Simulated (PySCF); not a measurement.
Molfile (atoms numbered from 1):
```
C2H2FS
     RDKit          3D

  6  5  0  0  0  0  0  0  0  0999 V2000
   -1.6642    0.6257   -0.0022 F   0  0  0  0  0  0  0  0  0  0  0  0
   -0.5380   -0.1665   -0.0061 C   0  0  0  0  0  0  0  0  0  0  0  0
    0.7034    0.3597   -0.0107 C   0  0  0  0  0  0  0  0  0  0  0  0
    2.2155   -0.4693   -0.0163 S   0  0  0  0  0  0  0  0  0  0  0  0
   -0.7777   -1.2337   -0.0050 H   0  0  0  0  0  0  0  0  0  0  0  0
    0.6972    1.4677   -0.0110 H   0  0  0  0  0  0  0  0  0  0  0  0
  1  2  1  0
  2  3  2  0
  3  4  1  0
  2  5  1  0
  3  6  1  0
M  CHG  1   4  -1
M  END
```

Geometry: PBE0-D3(BJ)/def2-SVP; GIAO shifts from PySCF 2.14.0 with density-fitted response routines, gas phase, non-relativistic, averaged over equivalent atoms.

At PBE0/pcSseg-1 (85 basis functions, 3.5 s wall time on 1 thread of an Arm Neoverse V2, shared host):
```
atoms  δ (ppm)
   F1   -161.9
   C2    147.5
   C3    142.0
   S4   -120.5
   H6     6.94
   H5     6.43
```

Scale: ¹⁹F (177.25 ppm) vs CFCl3; ¹³C (184.41 ppm), ¹H (31.27 ppm) vs TMS; ³³S (495.66 ppm) vs CS2 (reference shieldings calculated alike).

**Question.** Estimate the result of repeating the calculation with wB97X-D/pcSseg-2.

**Answer.** 
```json
{"atoms": "F1", "δ at wB97X-D/pcSseg-2": "-163.6", "change": "-1.7"}
{"atoms": "C2", "δ at wB97X-D/pcSseg-2": "154.1", "change": "+6.6"}
{"atoms": "C3", "δ at wB97X-D/pcSseg-2": "149.8", "change": "+7.8"}
{"atoms": "S4", "δ at wB97X-D/pcSseg-2": "-127.5", "change": "-7.0"}
{"atoms": "H6", "δ at wB97X-D/pcSseg-2": "7.46", "change": "+0.52"}
{"atoms": "H5", "δ at wB97X-D/pcSseg-2": "6.75", "change": "+0.32"}
```

References, each an isolated molecule treated in the same way: ¹⁹F (σ = 186.42 ppm) vs CFCl3; ¹³C (σ = 184.42 ppm), ¹H (σ = 31.36 ppm) against TMS; ³³S (σ = 499.87 ppm) vs CS2.

The largest change is at C3 (alkene CH). Cost: 179 basis functions, 9.5 s wall time on 1 thread of an Arm Neoverse V2, shared host.

Unscaled 19F shifts against computed CFCl3 carry errors that often reach 10 to 50 ppm.
